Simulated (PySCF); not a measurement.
A species of formula C3H5N3 has this rotational fingerprint, computed with PySCF 2.14.0, PBE0-D3(BJ)/def2-SVP geometry optimisation, gas phase:

```
Rotational constants : A = 9591, B = 3812, C = 2776 MHz
Dipole components    : |μa| = 3.20 D, |μb| = 1.03 D, |μc| = 0.00 D
Inertial defect      : -3.22 u·Å²
κ                    : -0.70
```

Task: Which structure is it? (One computed conformer of each.)
A. `Nc1cn[nH]c1`
B. `Cn1cncn1`

Result: B. It is Cn1cncn1, an asymmetric top, point group Cs. The candidates at the same level (rigid rotor, commonest isotopes):

```csv
SMILES,A (MHz),B (MHz),C (MHz),μa (D),μb (D),μc (D),Δ (u·Å²),point group,rotor
Nc1cn[nH]c1,9368,3526,2569,1.30,2.13,1.14,-0.56,–,asymmetric top
Cn1cncn1,9591,3812,2776,3.20,1.03,0.00,-3.22,Cs,asymmetric top
```

`Nc1cn[nH]c1` has B 8 % too low. In the right answer the mirror of this Cs structure is the ab plane, so μc vanishes by symmetry. No structure here is proved a minimum.
